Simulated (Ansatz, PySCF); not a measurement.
Barrier height from CH4FO, charge -1 to the transition structure CH4FO, without zero-point energy, on the benchmark's geometries as Psi4's copy of the set gives them.
Transition structure (charge -1, multiplicity 1):
| atom | x (Å) | y (Å) | z (Å) |
|---|---|---|---|
| F | 0.0225 | -0.0075 | 0.0055 |
| C | -0.0184 | 0.0050 | 1.7649 |
| H | 1.0480 | 0.0052 | 1.8541 |
| H | -0.5478 | 0.9347 | 1.7922 |
| H | -0.5490 | -0.9234 | 1.8058 |
| O | 0.0013 | 0.0192 | 3.7506 |
| H | -0.9268 | 0.0316 | 3.9976 |
Reactant (charge -1, multiplicity 1):
```json
[
 {"atom": "F", "x (Å)": "0.0004", "y (Å)": "-2.4683", "z (Å)": "0.0214"},
 {"atom": "C", "x (Å)": "-0.2766", "y (Å)": "-1.0744", "z (Å)": "-0.0027"},
 {"atom": "H", "x (Å)": "0.6493", "y (Å)": "-0.5165", "z (Å)": "-0.0090"},
 {"atom": "H", "x (Å)": "-0.8420", "y (Å)": "-0.8471", "z (Å)": "-0.8971"},
 {"atom": "H", "x (Å)": "-0.8510", "y (Å)": "-0.8266", "z (Å)": "0.8814"},
 {"atom": "O", "x (Å)": "-0.3017", "y (Å)": "1.5825", "z (Å)": "-0.2065"},
 {"atom": "H", "x (Å)": "-0.6051", "y (Å)": "2.4924", "z (Å)": "-0.1643"}
]
```

Open shells are unrestricted; no spin–orbit coupling.

Rows in 6-311+G**, 6-31G* carry no dispersion term and start afresh at each structure (6-31G* with six Cartesian d functions).

Codes used: Ansatz (a program for electronic structure) with Gaussian orbitals; PySCF for 6-311+G** rows, 6-31G* rows. Values without a source in brackets are computed.

Q: One of these levels gives 4.14 kcal/mol for the barrier height. Which?
A) BLYP/def2-TZVPPD
B) HF/aug-cc-pVTZ
C) B3LYP/6-311+G**
D) HF/6-31G*

A: A, BLYP/def2-TZVPPD. The others give 14.81 (HF/6-31G*), 18.87 (HF/aug-cc-pVTZ), 6.95 (B3LYP/6-311+G**)
